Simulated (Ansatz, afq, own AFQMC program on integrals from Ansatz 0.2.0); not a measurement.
Integrals from Ansatz 0.2.0, then the random walk in our own AFQMC program (afq).

```yaml
crystal:
  periodic: [false, false, false]
  atoms:
    - {symbol: C, position_ang: [0.000000, -0.102916, 0.000000]}
    - {symbol: H, position_ang: [0.000000, 0.613177, -0.867919]}
    - {symbol: H, position_ang: [0.000000, 0.613177, 0.867919]}
basis:
  gaussian: {orbitals: aug-cc-pVDZ}
total_charge: -1
magnetization: {spin_polarized: true, initial_magnetization: 1}
correlation: {method: ccsd_t, electrons: outside_noble_gas, hamiltonian_folder: ham}
```

```sh
$ ansatz run in.yaml --threads 1 --pin off --events-out ev --progress --plain --max-ram 1382MiB
```

Options of the walk:

```
--method phaseless --trial cisd --walkers 60 --populations 1 --least-time 40 --time-step 0.005 --steps-per-block 50 --equilibration-blocks 28 --max-blocks 300 --target-error 0.00032 --factor-cut 1e-05 --start spin_pure --seed 43 --release-times 0.24,0.51,0.99,1.62,2.4 --release-step 0.03 --release-every 4 --taylor-order 6
```

Times are imaginary, in 1/Eh. The walk had a cap of 1149 s.

```
orbitals 40  electrons 4 3  factors 309 of 408
reference energy -38.89207603 Eh
CCSD correlation -0.16681017 Eh in 15 cycles, weight of the determinant in the CISD state 0.9113
energy of the start -39.058541 Eh
 block  time / (1/Eh)  mean weight  energy / Eh
     1     0.250  1.0023  -39.058420
     2     0.500  0.9996  -39.058814
     3     0.750  0.9978  -39.062083
     4     1.000  1.0004  -39.061395
     5     1.250  0.9983  -39.065634
     7     1.750  1.0016  -39.064405
     9     2.250  0.9997  -39.062475
    11     2.750  1.0008  -39.061775
    21     5.250  0.9986  -39.070450
    31     7.750  1.0006  -39.063169
    41    10.250  0.9997  -39.062177
    51    12.750  0.9996  -39.063352
    61    15.250  1.0004  -39.070861
    71    17.750  0.9995  -39.065764
    81    20.250  0.9993  -39.060526
    91    22.750  0.9996  -39.068182
   101    25.250  0.9994  -39.062234
   111    27.750  1.0009  -39.064995
   121    30.250  0.9991  -39.066449
   131    32.750  0.9985  -39.066616
   141    35.250  1.0006  -39.066719
   151    37.750  1.0019  -39.065490
   161    40.250  1.0014  -39.063389
   171    42.750  1.0011  -39.082029
   181    45.250  0.9974  -39.062679
   191    47.750  1.0009  -39.067374
   201    50.250  1.0001  -39.059493
   211    52.750  1.0014  -39.064332
   221    55.250  1.0024  -39.069838
   226    56.500  0.9998  -39.062486
blocks merged  error / Eh  count
     1  0.000241  200
     2  0.000299  100
     4  0.000309  50
     8  0.000286  25
    16  0.000301  12
released: time / (1/Eh)  energy / Eh  error  mean overlap
  0.24  -39.065749  0.000433  0.9955
  0.51  -39.066011  0.000422  0.9951
  0.99  -39.066604  0.000348  0.9780
  1.62  -39.066617  0.000520  0.9653
  2.40  -39.066125  0.000476  0.9452
energy -39.065266 +/- 0.000309 Eh
(rows thinned)
```

(1) Estimate how long the walk took on 1 thread of Arm Neoverse N1, on a shared host.

The run passed its tests (sampling time, drift between the halves within three errors, error under three times the target), which doesn't prove that it has relaxed.

Against this walk (error 8.4 meV) on the same determinant: CCSD(T) 15.5 meV higher (within the noise), CCSDT(Q) 16.7 meV lower (within the noise). The error is statistical and leaves out the bias of the constraint. Released to 2.40 1/Eh the energy moves by -23 ± 15 meV (both errors), within twice the noise.

Cautions: constraint bias not in the error.

Results:

(1) 8 min of wall time.

CCSDT and higher add their correlation energy to the determinant of the CCSD(T) run, since their own runs factorise the integrals more tightly (a shift of under 2 meV). A walk keeps the symmetry of its determinant, which the program's search chose and which needn't be the lowest solution, so a lower state of the same spin and another symmetry isn't excluded.
